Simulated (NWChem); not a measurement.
System: C4H6; SMILES C(C)#CC

NWChem input:

```
start job
memory heap 200 mb stack 900 mb global 1100 mb
geometry units angstroms noautosym nocenter noautoz
  C      2.045348    -0.100812    -0.233242
  C      0.601600    -0.029479    -0.067641
  C     -0.601801     0.028472     0.066730
  C     -2.045319     0.100518     0.233259
  H      2.501273     0.901818    -0.212139
  H      2.313633    -0.568110    -1.193867
  H      2.512463    -0.694833     0.568227
  H     -2.572250    -0.332003    -0.632041
  H     -2.383124     1.143390     0.340950
  H     -2.371767    -0.448998     1.130282
end
basis spherical
  C library pcsseg-1
  H library pcsseg-1
end
dft
  xc kt2
  iterations 150
end
property
  shielding 3 1 2 5
end
task dft property
```

Structure relaxed at the PBE0/def2-SVP level.

GIAO values for the isolated, static molecule; σ is the absolute isotropic shielding, δ = σ(reference) − σ with the isolated reference molecule computed at the same levels (13C: tetramethylsilane, 1H: tetramethylsilane).

Atoms are numbered as in the input.

### Question
Predict the main results of this run. (KT2/pcSseg-1, GIAO.) Quantities: δ C1 (ppm); δ C2 (ppm); δ H5 (ppm).

### Answer
The δ C1 (ppm) comes out as 5.7 and the δ C2 (ppm) is 72.0. The δ H5 (ppm) is 1.88.
